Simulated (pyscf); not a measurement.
PySCF, gas phase, ωB97X-D3(BJ)/def2-SVP geometries.

Question: For the elementary gas-phase step `[O][SiH2][OH]` [doublet] + `[H][H]` -> `[OH][SiH2][OH]` + `[H]` [doublet] (doublet surface; H–H broken, H–O formed), what barrier and reaction energy does ωB97M-D3(BJ)/def2-TZVP give, measured from the separated reactants?

Answer: ΔE‡ = 4.5 kcal/mol, ΔE = -14.8 kcal/mol. Zero-point energy shifts the barrier by +0.4 kcal/mol. It is a hydrogen abstraction, with an imaginary mode of 980i cm⁻¹. •O–SiH₂–OH lies 22.4 kcal/mol over its isomer HO–SiH•–OH (electronic energy, ωB97M-D3(BJ)/def2-TZVP). This is the saddle that the search found; another between the same sides may lie lower. The angle at the transferred H is 160°.
